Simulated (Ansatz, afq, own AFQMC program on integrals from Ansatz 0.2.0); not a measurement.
Where AFQMC and coupled cluster stand for B₂H₅, doublet

| atom | x (Å) | y (Å) | z (Å) |
| --- | --- | --- | --- |
| B | -1.3317 | 0.0000 | 0.0000 |
| H | -1.9284 | 1.0336 | 0.0000 |
| H | -1.9284 | -1.0336 | 0.0000 |
| H | -0.1382 | 0.0000 | 0.0000 |
| B | 1.3563 | 0.0000 | 0.0000 |
| H | 1.8654 | 0.0000 | 1.0770 |
| H | 1.8654 | 0.0000 | -1.0770 |

Basis cc-pVDZ. Only valence electrons are correlated. Ansatz 0.2.0 and our own AFQMC program on the same integrals; the CISD trial comes from CCSD amplitudes, and released means the phaseless constraint is let go. Uncertainties: one standard error, sampling alone.

Determinant: UHF, the one that the program's search chose, which needn't be the lowest solution. The geometry is a point of a scan.

No full CI on the walks' own integrals is used here; CCSDT(Q) serves as the reference and is uncertain by about the last step of the cluster series.

The T1 diagnostic is 0.0109, the weight of the determinant in the CISD state is 0.893 and the ⟨S²⟩ of the determinant is 0.767. The size of the correlated space is 11 electrons in 51 orbitals.

(1) Estimate: order these by the size of their error in total energy against CCSDT(Q), smallest first.
A. MP2
B. AFQMC with the constraint released
C. CCSD
D. CCSD(T)

(1) B (0.2 ± 0.2 kJ/mol), D (2.8 kJ/mol), C (13.7 kJ/mol), A (128.9 kJ/mol).

Reference: CCSDT(Q), correlation energy -6.043 eV. The released energy is read at 2.40 1/Eh (meV from the phaseless value at times in 1/Eh: -2.4 ± 1.7 at 0.24, -3.1 ± 1.6 at 0.51, -9.6 ± 1.8 at 0.99, -9.5 ± 1.8 at 1.62, -8.4 ± 2.4 at 2.40).

A walk keeps the symmetry of its determinant, which the program's search chose and which needn't be the lowest solution, so a lower state of the same spin and another symmetry isn't excluded. Released energies are given only where the last usable release times agree within the noise; a slower fall can still hide under it.
